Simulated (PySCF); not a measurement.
NMR data simulated for an unnamed compound:

1H NMR (400 MHz, computed): δ 6.46 (m, 2H).

13C{1H} NMR (computed): δ 145.6 (CH).

PySCF 2.14.0 with density-fitted response routines calculation with NMR shieldings at PBE0/pcSseg-1/GIAO and GFN2-xTB structure; non-relativistic Hamiltonian, one computed conformer, gas phase, equivalent nuclei averaged.

δ = σ(ref) − σ, references computed at the same level: 1H, 13C vs TMS.

**Question.** Which of these does the molecule contain: an NH or NH2 group, a three-membered ring, a non-aromatic C=C double bond, a CH3CH2 unit?

**Answer.** 
- An NH or NH2 group: no.
- A three-membered ring: no.
- A non-aromatic C=C double bond: yes.
- A CH3CH2 unit: no.

The data belong to SMILES F/C=C\F, C$_{2}$H$_{2}$F$_{2}$; they needn't prove each group on their own.

Carbon signals by region: 1 in the sp2 and nitrile region (100–160 ppm).

Splittings by 19F in the carbon and heteronuclear signals aren't shown, as no couplings were computed. Shifts are as computed. Against solution values, carbons near 30 ppm lie about +3 ppm off and those near 130 ppm about +5 ppm. Of 246 compounds with measured shifts, 49 miss one by over three times the rms of a fit or turn the order of signals round; such compounds aren't used in these exercises.
